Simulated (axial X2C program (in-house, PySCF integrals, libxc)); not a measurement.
Worked dissociation energy of CH⁺: HF, with spin–orbit coupling

Computed with an axial X2C code built on PySCF integrals. Two-component (2c) means X2C with spin–orbit coupling and atomic mean-field two-electron Coulomb and Gaunt terms. Basis: C dyall-v3z [7s6p2d1f], H dyall-v3z [6s2p1d] (cores contracted in-house); Gaussian nuclei, density fitting, unrestricted open shells. Masses: C 12.000 u, H 1.008 u.

Molecular state: Ω = 0 (closed shell).

* E(C+) (2M_J = 1): -37.310375 hartree
* E(H) (2M_J = 1): -0.500004 hartree
* E(CH⁺) at Re: -37.923351 hartree
* ωe: 3060.6 cm⁻¹
* ωexe: 50.3 cm⁻¹

Q: Work out De and D0.

A: De = -37.310375 + (-0.500004) − (-37.923351) = 0.11297 hartree = 3.074 eV. The zero-point energy is ωe/2 − ωexe/4 = 1518 cm⁻¹ = 0.188 eV, so D0 = 2.886 eV.

One determinant describes the state; a PBE0 search over occupations chose it and may have missed a lower one. Closed shells are restricted here (equal orbitals for both partners); the stretched side of such a curve lies too high. Dissociation energies refer to the lowest single-determinant-based atoms at the same level and basis.

Hartree–Fock lacks correlation and underbinds, often by eV.

Each atomic determinant is the lowest at this level and need not be a pure J level. Totals compare only within one Hamiltonian and basis.
